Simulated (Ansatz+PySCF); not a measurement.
# singlet H4O2 in separate pieces: levels of theory in one basis

```json
{"atom": "O", "x (Å)": "0.0000", "y (Å)": "0.0000", "z (Å)": "-0.1197"}
{"atom": "H", "x (Å)": "0.0000", "y (Å)": "0.7542", "z (Å)": "0.4787"}
{"atom": "H", "x (Å)": "0.0000", "y (Å)": "-0.7542", "z (Å)": "0.4787"}
{"atom": "O", "x (Å)": "10.0000", "y (Å)": "0.0000", "z (Å)": "-0.1197"}
{"atom": "H", "x (Å)": "10.0000", "y (Å)": "0.7542", "z (Å)": "0.4787"}
{"atom": "H", "x (Å)": "10.0000", "y (Å)": "-0.7542", "z (Å)": "0.4787"}
```

Basis set: cc-pVDZ (spherical functions). Correlated methods keep 2 orbitals frozen. Charge 0, multiplicity 1.

Computed with Ansatz (development build ahead of 0.2.0); each method stands on the lowest determinant of its kind that the runs found. NEVPT2 correlates all electrons. Active spaces start from the frontier orbitals, and the lowest solution found is given.

```tsv
method	E − E(RHF) (eV)	<S²> of the determinant
RHF	0.00	0.00
RHF-MP2	-11.00	–
RHF-CCSD(T)	-11.69	–
CASSCF(8,8)	-2.81	–
CASSCF(2,2)	-0.57	–
SC-NEVPT2(2,2)	-11.15	–
SC-NEVPT2(8,8)	-10.94	–
```

Problem. What does RHF-CCSD give on the same scale?

Solution. -11.52 eV.

Problem. Is a single determinant a sound starting point here?

Solution. By this sign, yes. Unrestricted orbitals gain 0.00 eV and <S²> is 0.00 against 0.00 for a pure state. The CASSCF(2,2) natural occupations are 1.98, 0.02.

Caution for CASSCF(2,2): other starts end on other solutions of this active space.
